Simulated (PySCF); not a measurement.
Process, species as SMILES: O(C)C + 2 [H][H] (H2) → 2 C (CH4) + O (H2O)
B3LYP-D3(BJ)/def2-TZVP geometries, fixed; electronic energies without zero-point terms.

Effect of the SCF energy threshold at HF/def2-SVP with PySCF, against the last row, where the energy of full hydrogenation is -56.46 kcal/mol.

| setting | SCF cycles, largest species | largest shift of a total energy (mEh) | shift of the energy of full hydrogenation (kcal/mol) |
|---|---|---|---|
| conv_tol: 1e-4 | 5 | 0.000 | 0.000 |
| conv_tol: 1e-5 | 6 | 0.000 | 0.000 |
| conv_tol: 1e-6 | 7 | 0.000 | 0.000 |
| conv_tol: 1e-7 | 8 | 0.000 | 0.000 |
| conv_tol: 1e-11 | 10 | 0.000 | 0.000 |

Within 0.02 kcal/mol in the energy of full hydrogenation: conv_tol: 1e-4; conv_tol: 1e-5; conv_tol: 1e-6; conv_tol: 1e-7. The largest shift is 0.000 mEh in a total energy and 0.000 kcal/mol in the difference.
